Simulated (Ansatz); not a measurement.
Mg(SiH3)2 (MgSi2H6). Total charge 0; singlet. Geometry r2SCAN-D4/def2-TZVP, basis def2-TZVP, Ansatz.

```tsv
run	HOMO (eV)	LUMO (eV)
A	-9.00	0.45
B	-8.68	0.35
C	-5.65	-2.01
D	-7.39	-0.68
E	-5.87	-2.04
F	-8.69	0.98
```

LC-ωPBE has ω = 0.4 bohr⁻¹.

The runs used B97M-V, BHLYP, HF, LC-ωPBE, PBE, ωB97X-V. Estimate which is which.

A LC-ωPBE (range-separated); B ωB97X-V (range-separated); C PBE (0 % exact exchange); D BHLYP (50 % exact exchange); E B97M-V (0 % exact exchange); F HF (100 % exact exchange). Exact exchange lowers occupied and raises empty levels; among semilocal functionals meta-GGAs tend to open the gap a little, and such runs are hard to tell apart. The gap grows from 3.64 eV (PBE) to 9.67 eV (HF).
